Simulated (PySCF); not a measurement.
Vertical excitation energies

Species: C4H9Cl.
SMILES: `C(C)(Cl)(C)C`

Theory: PySCF, TDDFT CAM-B3LYP/def2-SVPD, vertical, gas phase, core orbitals frozen in the response. Isolated species at its PBE0-D3(BJ)/def2-SVP geometry, gas phase.

Problem. What does the calculation give for the low-lying excited states?

Solution. 

```csv
state,λ (nm),E (eV),f,symmetry,"main configurations (H = HOMO, L = LUMO)"
S1,172.3,7.19,0.0009,–,H-1/H→L+1 (≥87%)
S2,172.3,7.19,0.0009,–,H-1/H→L+1 (≥87%)
S3,152.4,8.14,0.061,E,"H-1/H→L (≥84%), H-1/H→L+4 (≥10%)"
S4,152.4,8.14,0.061,E,"H-1/H→L (≥84%), H-1/H→L+4 (≥10%)"
S5,133.7,9.27,0.0018,–,"H-1/H→L+3 (≥24%), H-1/H→L+2 (≥23%), H-1/H→L+4 (≥21%)"
S6,133.7,9.27,0.0018,–,"H-1/H→L+2 (≥23%), H-1/H→L+3 (≥23%), H-1/H→L+4 (≥21%)"
S7,133.3,9.30,0.0010,–,H-1/H→L+4 (≥50%)
S8,133.3,9.30,0.0010,–,H-1/H→L+4 (≥50%)
S9,133.1,9.31,0.0000,–,"H-1/H→L+2 (≥34%), H-1/H→L+3 (≥33%)"
S10,132.9,9.33,0.100,A1,"H-2→L+1 (28%), H-1/H→L+3 (≥27%), H-1/H→L+2 (≥27%)"
```

Triplets, Tamm–Dancoff:

| state | E (eV) | λ (nm) | main configurations (H = HOMO, L = LUMO) |
| --- | --- | --- | --- |
| T1 | 6.52 | 190.1 | H-1/H→L+1 (≥82%) |
| T2 | 6.52 | 190.0 | H-1/H→L+1 (≥82%) |
| T3 | 8.00 | 155.0 | H-1/H→L (≥79%), H-1/H→L+4 (≥12%) |
| T4 | 8.00 | 155.0 | H-1/H→L (≥79%), H-1/H→L+4 (≥12%) |

The lowest singlet level (S1/S2) comes at 172 nm (694 kJ/mol) in the vacuum ultraviolet; it is very weak. The strongest level in the table is S3/S4 at 8.14 eV (152 nm, f = 0.121 summed). S1/S2, S3/S4, S5/S6 and S7/S8 lie within about 0.01 eV of each other in each set; the point group C3v has degenerate representations, and within a degenerate level the listed configurations can mix freely. Löwdin shares by element: HOMO (one of a set within 0.03 eV) chlorine 78%, carbon 14% or more; LUMO carbon 39% or more, chlorine 13% (atoms not listed hold the other 48%). Orbital energies (eV): HOMO-3 -11.50, HOMO-2 -11.30, HOMO-1 -9.70, HOMO -9.70, LUMO 1.15, LUMO+1 1.55, LUMO+2 2.28. Weighted by f, the mean energy of these states is 8.68 eV. Of the 10 states listed, 3 reach f = 0.01 and 1 stays under 0.0005. All these states lie below the vertical ionisation energy of 10.75 eV (ΔSCF). Symmetry labels in C3v follow from the direction of the transition dipole and are given only for states with f of 0.002 or more. Orbitals of the list HOMO-3 to LUMO+2 that lie within 0.01 eV of each other are written together with a slash and their weights summed (≥ marks a lower bound); for degenerate orbitals outside that list single weights are arbitrary. Singlets were solved by full linear response, triplets in the Tamm–Dancoff approximation.

On one thread of an Arm Neoverse V2 (shared host), this took 38 s wall.
